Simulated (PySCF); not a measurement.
**Potential energy of NaF along the bond**

Set-up: PySCF, no relativity, basis sets Na def2-SVPD, F def2-SVPD. Energies in eV from Na + F in their ground configurations at the same level. State: ¹Σ⁺ (singlet), closed shell.

All columns are r²SCAN0. A positive dipole means Na(−)F(+).

| R (Å) | E (eV) | μ (D) | Mulliken charge on Na (basis-dependent) | HOMO (eV) | LUMO (eV) | Mayer bond order | ⟨S²⟩ |
| --- | --- | --- | --- | --- | --- | --- | --- |
| 1.671 | -4.126 | -7.31 | 0.96 | -7.37 | -0.73 | 0.11 | 0.00 |
| 1.749 | -4.475 | -7.61 | 0.96 | -7.30 | -0.79 | 0.10 | 0.00 |
| 1.826 | -4.658 | -7.91 | 0.96 | -7.16 | -0.85 | 0.09 | 0.00 |
| 1.885 | -4.719 | -8.15 | 0.96 | -7.06 | -0.90 | 0.09 | 0.00 |
| 1.943 | -4.731 | -8.39 | 0.96 | -6.96 | -0.95 | 0.08 | 0.00 |
| 2.001 | -4.708 | -8.63 | 0.96 | -6.87 | -1.00 | 0.08 | 0.00 |
| 2.079 | -4.636 | -8.96 | 0.96 | -6.74 | -1.07 | 0.08 | 0.00 |
| 2.176 | -4.503 | -9.38 | 0.96 | -6.58 | -1.16 | 0.09 | 0.00 |
| 2.293 | -4.306 | -9.90 | 0.95 | -6.40 | -1.26 | 0.11 | 0.00 |
| 2.448 | -4.017 | -10.59 | 0.94 | -6.18 | -1.39 | 0.13 | 0.00 |

A fit through these points gives, at Re = 1.932 Å, μ = -8.34 D and dμ/dR = -4.13 D/Å; the reduced mass is 10.4 u.

**Question.** How strong is the fundamental in the double-harmonic approximation, I = 42.26·(dμ/dR)²/μred km/mol?

**Answer.** I = 42.26·(-4.13)²/10.4 = 69.3 km/mol at r²SCAN0.
